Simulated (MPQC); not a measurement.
# One shape, several levels: NaSH (SMILES [Na][SH])

Wanted: a comparison of 6 runs (HF/STO-3G, HF/3-21G, HF/def2-SVP, PBE/pcseg-1, B3LYP/6-31G*, PBE0/def2-SVP) of NaSH. 

The results are computed with MPQC 2.3.1.

4 further runs of the same task are left out: 4 set aside as unsound or not needed.

## Step 1: The structure to begin with

NaSH: 3 atoms, total charge 0, spin state singlet. As SMILES, `[Na][SH]`. Geometry: relaxed at PBE0-D4/def2-TZVP.

Bond lengths: Na1–S2 2.475 Å, S2–H3 1.345 Å. Angles: Na1–S2–H3 93.6°.

## Step 2: Energy and forces at HF/STO-3G (run 1)

mol.in

```
molecule<Molecule>: (
    symmetry = c1
    unit = angstrom
    { atoms geometry } = {
        Na [ 1.522800      -0.206700       0.802700 ]
        S  [ -0.548100       0.679300      -0.223400 ]
        H  [ -0.985700      -0.537400      -0.592500 ]
    }
)
basis<GaussianBasisSet>: (
    name = "STO-3G"
    molecule = $:molecule
    basisdir = "."
    puream = yes
)
mpqc: (
    checkpoint = no
    savestate = no
    restart = no
    do_energy = yes
    do_gradient = yes
    optimize = no
    mole<CLHF>: (
        molecule = $:molecule
        basis = $:basis
        total_charge = 0
        memory = 1000000000
        print_evals = yes
        print_npa = yes
        maxiter = 120
        value_accuracy = 1e-08
        guess_wavefunction<CLHF>: (
            molecule = $:molecule
            total_charge = 0
            memory = 1000000000
            value_accuracy = 1e-3
            basis<GaussianBasisSet>: (
                name = "STO-3G"
                molecule = $:molecule
            )
        )
    )
)
```

The basis set STO-3G is read from a file made from the Basis Set Exchange's data (not shown).

The run is started by

```sh
$ mpqc mol.in > mol.out
```

What it wrote:

```text
MPQC: Massively Parallel Quantum Chemistry
[...]
  LUMO is    15   A =   0.397650
  total scf energy = -553.5795979749
[...]
Value of the MolecularEnergy: -553.5795979749
  Gradient of the MolecularEnergy:
      1    0.0444356989
      2   -0.0193100775
      3    0.0219847932
      4   -0.0421727663
      5    0.0270169329
      6   -0.0199226112
      7   -0.0022629325
      8   -0.0077068555
      9   -0.0020621819
  Function Parameters:
    value_accuracy    = 2.055561e-09 (1.000000e-08) (computed)
[...]
      symmetry = c1
[...]
```

Run time: 0.32 s. Hardware: 1 thread of Intel Xeon 6975P-C (Granite Rapids), shared host.

## Step 3: Energy and forces at HF/3-21G (run 2)

input.in

```
% HNaS
molecule<Molecule>: (
  symmetry = c1
  unit = angstrom
  { atoms geometry } = {
    Na [ 1.522800    -0.206700     0.802700 ]
    S  [ -0.548100     0.679300    -0.223400 ]
    H  [ -0.985700    -0.537400    -0.592500 ]
  }
)
basis<GaussianBasisSet>: (
  name = "3-21G"
  molecule = $:molecule
  basisdir = "."
  puream = yes
)
mpqc: (
  checkpoint = no
  savestate = no
  restart = no
  do_energy = yes
  do_gradient = yes
  optimize = no
  mole<CLHF>: (
    molecule = $:molecule
    basis = $:basis
    total_charge = 0
    memory = 1000000000
    print_evals = yes
    print_npa = yes
    maxiter = 120
    value_accuracy = 1e-08
    guess_wavefunction<ExtendedHuckelWfn>: (
      molecule = $:molecule
      total_charge = 0
      multiplicity = 1
      basis<GaussianBasisSet>: (
        name = "STO-3G"
        molecule = $:molecule
      )
    )
  )
)
```

The basis set 3-21G is read from a file made from the Basis Set Exchange's data (not shown).

The run is started by

```sh
$ mpqc input.in > input.out
```

What it wrote:

```text
MPQC: Massively Parallel Quantum Chemistry
[...]
  CLSCF::init: total charge = 0
[...]
  nbasis = 28
[...]
  iter     1 energy = -550.6403598547 delta = 3.56741e-01
[...]
  LUMO is    15   A =  -0.015466
  total scf energy = -557.0393974956
[...]
Value of the MolecularEnergy: -557.0393974956
  Gradient of the MolecularEnergy:
      1   -0.0069621479
      2    0.0011627634
      3   -0.0036465986
      4    0.0014353803
      5   -0.0079358930
      6   -0.0000829462
      7    0.0055267676
      8    0.0067731296
      9    0.0037295448
  Function Parameters:
    value_accuracy    = 2.791133e-09 (1.000000e-08) (computed)
[...]
      symmetry = c1
[...]
```

Wall time 0.42 s (1 thread of Intel Xeon 6975P-C (Granite Rapids), shared host).

## Step 4: Energy and forces at HF/def2-SVP (run 3)

input.in

```
% emacs should use -*- KeyVal -*- mode
molecule<Molecule>: (
    symmetry = c1
    unit = bohr
    { atoms geometry } = {
        Na [ 2.87767494    -0.39060639     1.51688316 ]
        S  [ -1.03575889     1.28369096    -0.42216482 ]
        H  [ -1.86270304    -1.01553882    -1.11966273 ]
    }
)
basis<GaussianBasisSet>: (
    name = "def2-SVP"
    molecule = $:molecule
    basisdir = "."
    puream = yes
)
mpqc: (
    checkpoint = no
    savestate = no
    restart = no
    do_energy = yes
    do_gradient = yes
    optimize = no
    mole<CLHF>: (
        molecule = $:molecule
        basis = $:basis
        total_charge = 0
        memory = 1000000000
        print_evals = yes
        print_npa = yes
        maxiter = 120
        value_accuracy = 1e-08
        guess_wavefunction<CLHF>: (
            molecule = $:molecule
            total_charge = 0
            memory = 1000000000
            value_accuracy = 1e-3
            basis<GaussianBasisSet>: (
                name = "STO-3G"
                molecule = $:molecule
            )
        )
    )
)
```

The basis set def2-SVP is read from a file made from the Basis Set Exchange's data (not shown).

The run is started by

```sh
$ mpqc input.in > input.out
```

What it wrote:

```text
MPQC: Massively Parallel Quantum Chemistry
[...]
  LUMO is    15   A =  -0.006810
  total scf energy = -559.8143875872
[...]
Value of the MolecularEnergy: -559.8143875872
  Gradient of the MolecularEnergy:
      1   -0.0027545022
      2    0.0008139419
      3   -0.0014043529
      4    0.0029025827
      5    0.0013228568
      6    0.0017163634
      7   -0.0001480805
      8   -0.0021367986
      9   -0.0003120105
  Function Parameters:
    value_accuracy    = 8.048356e-09 (1.000000e-08) (computed)
[...]
      symmetry = c1
[...]
```

Run time: 0.7 s. Hardware: 1 thread of Intel Xeon 6975P-C (Granite Rapids), shared host.

Runs 4 to 5 aren't shown in full; the table further down has their settings and results.

## Step 5: Energy and forces at PBE0/def2-SVP (run 6)

Changes to mol.in since step 2:

```diff
@@ -1 +1,2 @@
+% emacs should use -*- KeyVal -*- mode
 molecule<Molecule>: (
@@ -10,3 +11,3 @@
 basis<GaussianBasisSet>: (
-    name = "STO-3G"
+    name = "def2-SVP"
     molecule = $:molecule
@@ -22,3 +23,3 @@
     optimize = no
-    mole<CLHF>: (
+    mole<CLKS>: (
         molecule = $:molecule
@@ -31,2 +32,8 @@
         value_accuracy = 1e-08
+        functional<SumDenFunctional>: (
+            a0 = 0.25
+            coefs = [ 0.75 1 ]
+            funcs: [ <PBEXFunctional>: () <PBECFunctional>: () ]
+        )
+        integrator<RadialAngularIntegrator>: ( grid = xfine )
         guess_wavefunction<CLHF>: (
@@ -37,3 +44,3 @@
             basis<GaussianBasisSet>: (
-                name = "STO-3G"
+                name = "STO-2G"
                 molecule = $:molecule
```

The basis set def2-SVP is read from a file made from the Basis Set Exchange's data (not shown).

The run is started by

```sh
$ mpqc -o mol.out mol.in
```

What it wrote:

```text
MPQC: Massively Parallel Quantum Chemistry
[...]
  Integrated electron density error = -0.000270344016
  iter     1 energy = -560.4052450393 delta = 2.68812e-01
  Integrated electron density error = 0.000273771511
  iter     2 energy = -560.6663272384 delta = 4.65497e-02
[...]
  Integrated electron density error = 0.000007505465
  iter    14 energy = -560.6888366914 delta = 2.67453e-08
  Integrated electron density error = 0.000007505465
  iter    15 energy = -560.6888366914 delta = 4.70769e-08
  Integrated electron density error = 0.000007505465
  iter    16 energy = -560.6888366914 delta = 3.19425e-08
[...]
  LUMO is    15   A =  -0.057039
  total scf energy = -560.6888366914
[...]
  Integrated electron density error = 0.000007503336
  Total Gradient:
[...]
Value of the MolecularEnergy: -560.6888366914
  Gradient of the MolecularEnergy:
      1    0.0002621256
      2   -0.0001755069
      3    0.0000914015
      4   -0.0016952928
      5   -0.0037642062
      6   -0.0012944081
      7    0.0014331672
      8    0.0039397130
      9    0.0012030066
  Closed Shell Kohn-Sham (CLKS) Parameters:
    Function Parameters:
[...]
        symmetry = c1
[...]
```

It took 7.5 s on 1 thread of Intel Xeon 6975P-C (Granite Rapids), shared host.

## Step 6: All runs side by side

```csv
run,level,starting guess,integration grid,energy (Eh),HOMO energy (eV),LUMO energy (eV),HOMO–LUMO gap (eV),wall time
1,HF/STO-3G,STO-3G,–,-553.579598,-2.16,10.82,12.98,0.32 s
2,HF/3-21G,huckel STO-3G,–,-557.039397,-7.73,-0.42,7.31,0.42 s
3,HF/def2-SVP,STO-3G,–,-559.814388,-7.49,-0.19,7.31,0.7 s
4,PBE/pcseg-1,MINI (Huzinaga),xfine,-560.809538,-4.16,-2.23,1.92,7.5 s
5,B3LYP/6-31G* (spherical functions),STO-3G,xfine,-561.113943,-4.93,-1.98,2.95,6.6 s
6,PBE0/def2-SVP,STO-2G,xfine,-560.688837,-4.96,-1.55,3.41,7.5 s
```

## Step 7: Summary of results

| quantity | value |
| --- | --- |
| run 6: total energy | -560.68884 Eh |
| run 6: HOMO energy | -4.96 eV |
| run 6: LUMO energy | -1.55 eV |
| run 6: HOMO–LUMO gap | 3.41 eV |
| run 6: largest force on an atom | 0.224 eV/Å |

What this shows: The HOMO–LUMO gap runs from 1.92 eV (PBE/pcseg-1) to 12.98 eV (HF/STO-3G). The two ends differ in method and basis. Totals of different functionals can't be ranked against each other. In run 1 the basis is minimal, so the values are rough. All runs together took 23 s, the longest 7.5 s.
